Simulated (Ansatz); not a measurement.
Species: SO, charge 0, triplet. SO (SMILES O=S, triplet).
B3LYP-D3(BJ)/def2-TZVP minimum from Ansatz (an electronic-structure program):
```xyz
2

O      0.0000     0.0000    -0.9933
S      0.0000     0.0000     0.4966
```
Charge 0, spin multiplicity 3.

Total energies in cc-pV(Q+d)Z, 12 correlated electrons, 6 frozen orbitals. Radicals and triplets start from unrestricted determinants; spin-orbit coupling is neglected. Correlated methods leave the cores frozen. No relativity. The UHF reference of OS (O=S, triplet) is spin-contaminated (<S^2> up to 0.06 over the pure value in the sets run).

```tsv
method	program	energy (Eh)	minus CCSDT(Q) (mEh)
HF	Ansatz	-472.41782	439.97
MP2	Ansatz	-472.82464	33.15
CCSD	Ansatz	-472.83424	23.55
CCSD(T)	Ansatz	-472.85546	2.33
CCSDT(Q)	Ansatz	-472.85780	0.00
```

Rough core times of Ansatz's runs on a shared machine: CCSD(T) 40 s, CCSDT(Q) 50 min.
